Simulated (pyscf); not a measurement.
Thermochemistry of product channels of F–CH₂–F + difluorocarbene (F–C:–F) [singlet] on the singlet surface, in kcal/mol, from ωB97M-D3(BJ)/def2-TZVP energies (ideal gas, 1 atm, RRHO with modes under 100 cm⁻¹ raised to 100, one conformer, R ln 2 for rigid chiral ones). Structures and frequencies: ωB97X-D3(BJ)/def2-SVP in PySCF.

```tsv
products	ΔE	ΔH(298 K)	ΔG(298 K)	ΔG(900 K)
tetrafluoroethylene (F–C(F)=C(F)–F) + hydrogen (H₂)	(withheld)	-5.7	-1.6	+4.3
F–CH(F)–CH(F)–F	-57.2	-54.2	-41.7	(withheld)
```

Fill in the missing entries.


- tetrafluoroethylene (F–C(F)=C(F)–F) + hydrogen (H₂), ΔE: -1.4
- F–CH(F)–CH(F)–F, ΔG(900 K): -17.2

These are energies of the channels, which say nothing of barriers. F–CH(F)–CH(F)–F lies 6.2 kcal/mol over its isomer F–CH₂–C(F)(F)–F, and others may lie lower still (electronic energy, ωB97M-D3(BJ)).
